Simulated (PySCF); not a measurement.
**Structure elucidation problem**

An unknown has the formula CH₂ClF. Its calculated NMR data are:

$^{1}$H NMR (600 MHz, computed): δ 6.26 (m, 2H).

$^{13}$C{$^{1}$H} NMR (computed): δ 98.8 (CH2).

PySCF 2.14.0 with density-fitted response routines calculation with geometry from GFN2-xTB and NMR shieldings at PBE0/pcSseg-1/GIAO; averaged over atoms made equivalent by symmetry, fast rotation or ring inversion, isolated molecule, single conformer, non-relativistic Hamiltonian.

Chemical shifts δ = σref − σ; TMS for $^{1}$H (σref 31.72) and $^{13}$C (σref 186.93), all at this level.

Deduce the structure.

Results:


The formula gives 0 degrees of unsaturation. Carbon types of the structure: 1 × CH2, which accounts for all hydrogens. δC 98.8: sp3 CH2 bonded to Cl and F; 2 electronegative neighbours deshield it. δH 6.26: hydrogen on an sp3 CH2 bonded to Cl and F; its carbon carries Cl and F, an electronegative neighbour.

These data were computed for `FCCl`.

Carbons that carry Cl, above all several Cl atoms, come out too deshielded, partly because spin–orbit coupling is missing. Splittings by $^{19}$F in the carbon and heteronuclear signals aren't shown, as no couplings were computed. Shifts are as computed. Against solution values, carbons near 30 ppm lie about +3 ppm off and those near 130 ppm about +5 ppm; carbons on Cl a further +6 ppm. Of 1211 compounds with measured shifts, 218 miss one by over three times the rms of a fit or turn the order of signals round; such compounds aren't used in these exercises.
